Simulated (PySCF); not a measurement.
Compound: sulfuryl chloride, Cl2O2S.
Atom-mapped SMILES: `[O:1]=[S:2](=[O:3])([Cl:4])[Cl:5]`

Structure used (PBE0-D3(BJ)/def2-SVP), in Å, numbered top down from 1:
```xyz
5
Cl2O2S angstrom
O      1.162   -0.115   -1.121
S      0.285   -0.081    0.015
O      0.671   -0.520    1.327
Cl    -0.455    1.826    0.186
Cl    -1.445   -1.067   -0.492
```

Level: CAM-B3LYP/def2-SVPD in PySCF, non-relativistic, on one gas-phase PBE0-D3(BJ)/def2-SVP geometry that isn't relaxed in the solvent. The solvent is an IEF-PCM continuum (van der Waals radii × 1.2), and excitations are vertical TDDFT with non-equilibrium linear response and a frozen core. The model holds no explicit solvent molecules, cavitation or dispersion.

Gas-phase singlets (H = HOMO, L = LUMO):

```json
{"state": "S1", "E (eV)": "4.855", "λ (nm)": "255", "f": "0.000", "leading configurations": "H-2→L 96%"}
{"state": "S2", "E (eV)": "4.873", "λ (nm)": "254", "f": "0.000", "leading configurations": "H-1→L 95%"}
{"state": "S3", "E (eV)": "4.957", "λ (nm)": "250", "f": "0.002", "leading configurations": "H→L 96%"}
{"state": "S4", "E (eV)": "6.067", "λ (nm)": "204", "f": "0.004", "leading configurations": "H-4→L 70%, H-6→L 19%, H-2→L+1 10%"}
{"state": "S5", "E (eV)": "6.468", "λ (nm)": "192", "f": "0.201", "leading configurations": "H-3→L 93%"}
```

Task: How does the list change in chloroform (ε = 4.711)?

Result: 
```tsv
state	E (eV)	λ (nm)	f	leading configurations	change by rank (eV)
S1	4.840	256	0.001	H→L 97%	-0.015
S2	4.895	253	0.000	H-1→L 97%	+0.022
S3	5.008	248	0.002	H-2→L 97%	+0.051
S4	6.036	205	0.005	H-4→L 76%, H-6→L 12%, H→L+1 11%	-0.031
S5	6.435	193	0.270	H-3→L 94%	-0.033
```

Task: Give the list for dichloromethane (ε = 8.93), n² = 2.03.

Result: 
```json
{"state": "S1", "E (eV)": "4.839", "λ (nm)": "256", "f": "0.001", "leading configurations": "H→L 97%", "change by rank (eV)": "-0.016"}
{"state": "S2", "E (eV)": "4.901", "λ (nm)": "253", "f": "0.000", "leading configurations": "H-1→L 97%", "change by rank (eV)": "+0.028"}
{"state": "S3", "E (eV)": "5.019", "λ (nm)": "247", "f": "0.002", "leading configurations": "H-2→L 97%", "change by rank (eV)": "+0.062"}
{"state": "S4", "E (eV)": "6.032", "λ (nm)": "206", "f": "0.005", "leading configurations": "H-4→L 77%, H-6→L 11%, H→L+1 11%", "change by rank (eV)": "-0.035"}
{"state": "S5", "E (eV)": "6.449", "λ (nm)": "192", "f": "0.267", "leading configurations": "H-3→L 94%", "change by rank (eV)": "-0.019"}
```

Task: How do the frontier levels move from gas to dichloromethane?

Result: 
| orbital | gas (eV) | solvent (eV) | change (eV) | Löwdin shares, gas | Löwdin shares, solvent |
| --- | --- | --- | --- | --- | --- |
| LUMO+2 | 0.60 | 0.70 | +0.10 | S2 44 %, Cl4 18 %, Cl5 18 %, O1 10 % | S2 45 %, Cl4 16 %, Cl5 16 %, O1 11 % |
| LUMO+1 | -0.43 | -0.29 | +0.14 | S2 32 %, Cl4 19 %, Cl5 19 %, O1 15 % | S2 32 %, Cl4 19 %, Cl5 19 %, O1 15 % |
| LUMO | -2.65 | -2.46 | +0.19 | Cl5 30 %, Cl4 30 %, S2 24 %, O1 8 % | Cl5 30 %, Cl4 30 %, S2 24 %, O1 8 % |
| HOMO | -11.49 | -11.33 | +0.16 | O3 27 %, O1 26 %, Cl5 26 %, Cl4 19 % | Cl5 46 %, Cl4 46 %, O3 4 % |
| HOMO-1 | -11.50 | -11.36 | +0.14 | Cl4 37 %, Cl5 30 %, O3 17 %, O1 14 % | Cl5 37 %, Cl4 34 %, O1 14 %, O3 14 % |
| HOMO-2 | -11.52 | -11.39 | +0.13 | Cl5 45 %, Cl4 45 %, O1 6 % | Cl4 26 %, O3 25 %, O1 25 %, Cl5 23 % |
| HOMO-3 | -12.32 | -12.19 | +0.13 | Cl5 26 %, Cl4 26 %, O1 19 %, O3 19 % | Cl5 25 %, Cl4 25 %, O1 20 %, O3 20 % |

The HOMO–LUMO gap goes from 8.84 to 8.87 eV. Rows go by rank; for HOMO-2, HOMO-1 and HOMO the atom shares or the degeneracy differ between the runs, so the row needn't follow one orbital.
